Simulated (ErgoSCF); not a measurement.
**PN (phosphorus nitride): levels of theory compared**

We compute a comparison of 6 runs (HF/3-21G, HF/def2-SVP, B3LYP/6-31G*, CAM-B3LYP/def2-SVP, BP86/6-311G**, BLYP/pcseg-2) of PN (phosphorus nitride). 

Program for the calculation: ErgoSCF 3.8.

9 further runs of the same task are left out: 6 that didn't finish, 3 set aside as unsound or not needed.

## (1) The structure to begin with

PN has 2 atoms, charge 0, and is taken as a singlet. SMILES: `N#P`. The bond length is the measured one.

Bond lengths: N1–P2 1.491 Å.

## (2) A single-point energy at HF/3-21G (run 1)

The input, input.ego:

```
set_nthreads(1)
molecule_inline Angstrom
N  0.000000 0.000000 0.000000
P  0.000000 0.000000 1.490866
EOF
scf.max_number_of_iterations = 120
scf.use_diagonalization = 1
tmpdir = "."
basis = "3-21G"
charge = 0
scf.output_mulliken_pop = 1
run "HF"
```

The basis set 3-21G is read from a file made from the Basis Set Exchange's data (not shown).

Launch:

```sh
$ ergo input.ego
```

Log:

```text
[...]
INSC SCF_general constructor, number of basis functions: 22
[...]
INSC Energy   1 =       -268.17060739791
[...]
INDE E_LUMO =          0.06819357153
[...]
INSC Energy  15 =       -393.08245964875  ( diff     -0.000000000016541 )
[...]
RESC CONVERGED after  15 iterations.
RESC FINAL ENERGY:       -393.08245964875
[...]
INSC SCF: dipole_moment_x [atomic units] =       0.00000000
INSC SCF: dipole_moment_y [atomic units] =      -0.00000000
INSC SCF: dipole_moment_z [atomic units] =       0.93503792
[...]
```

Run time: 0.62 s. Hardware: 1 thread of Arm Neoverse V2, shared host; peak memory 0.26 GiB.

## (3) A single-point energy at HF/def2-SVP (run 2)

The input, molecule.xyz:

```xyz
2
NP
N      0.000000     0.000000     0.000000
P      0.000000     0.000000     1.490866
```

The input, job.ego:

```
set_nthreads(1)
molecule "molecule.xyz"
charge = 0
scf.max_number_of_iterations = 120
scf.use_diagonalization = 1
basis = "def2-SVP"
scf.output_mulliken_pop = 1
tmpdir = "."
run "HF"
```

The basis set def2-SVP is read from a file made from the Basis Set Exchange's data (not shown).

Launch:

```sh
$ ergo job.ego
```

Log:

```text
[...]
INSC SCF_general constructor, number of basis functions: 32
[...]
INSC Energy   1 =       -205.24161037043
[...]
INDE E_LUMO =          0.06297490958
[...]
INSC Energy  14 =       -394.98432488813  ( diff     -0.000000000002785 )
[...]
RESC CONVERGED after  14 iterations.
RESC FINAL ENERGY:       -394.98432488813
[...]
INSC SCF: dipole_moment_x [atomic units] =      -0.00000000
INSC SCF: dipole_moment_y [atomic units] =       0.00000000
INSC SCF: dipole_moment_z [atomic units] =       1.16635403
[...]
```

Run time: 1.4 s. Hardware: 1 thread of Arm Neoverse V2, shared host; peak memory 0.26 GiB.

Runs 3 to 5 aren't shown in full; the table further down has their settings and results.

## (4) The energy at BLYP/pcseg-2 (run 6)

The input, input.ego:

```
set_nthreads("env")
molecule_inline Angstrom
N        0.000000       0.000000       0.000000
P        0.000000       0.000000       1.490866
EOF
basis = "pcseg-2"
scf.use_diagonalization = 1
XC.angint = 41
XC.sparse_mode = 0
scf.max_number_of_iterations = 120
scf.output_mulliken_pop = 1
XC.radint = 1e-11
charge = 0
tmpdir = "."
run "BLYP"
```

The basis set pcseg-2 is read from a file made from the Basis Set Exchange's data (not shown).

Launch:

```sh
$ ergo input.ego
```

Log:

```text
[...]
INDF Weighted mixed functional:
[...]
INSC Energy   1 =       -140.10183646060
[...]
INDE E_LUMO =         -0.11701308205
[...]
INSC Energy  42 =       -396.11195713273  ( diff     -0.000000000000739 )
[...]
RESC CONVERGED after  42 iterations.
RESC FINAL ENERGY:       -396.11195713273
[...]
INSC SCF: dipole_moment_x [atomic units] =       0.00000000
INSC SCF: dipole_moment_y [atomic units] =       0.00000000
INSC SCF: dipole_moment_z [atomic units] =       1.08907212
[...]
```

Run time: 19 s. Hardware: 1 thread of Arm Neoverse V2, shared host; peak memory 0.26 GiB.

## (5) The series

```tsv
run	level	integration grid	radint	energy (Eh)	dipole moment (D)	wall time
1	HF/3-21G	–	–	-393.082460	2.38	0.62 s
2	HF/def2-SVP	–	–	-394.984325	2.96	1.4 s
3	B3LYP/6-31G* (spherical functions)	Turbo	1e-11	-396.057578	2.45	4.8 s
4	CAM-B3LYP/def2-SVP	Turbo	1e-11	-395.889298	2.61	4.5 s
5	BP86/6-311G**	Turbo	1e-11	-396.123871	2.56	5.1 s
6	BLYP/pcseg-2	Turbo	1e-11	-396.111957	2.77	19 s
```

## (6) Outcome

| quantity | value |
| --- | --- |
| run 6: total energy | -396.11196 Eh |
| run 6: dipole moment | 2.77 D |

**Reading.** The dipole moment (its size) runs from 2.38 D (HF/3-21G) to 2.96 D (HF/def2-SVP). Totals of different functionals can't be ranked against each other. All runs together took 35 s, the longest 19 s.
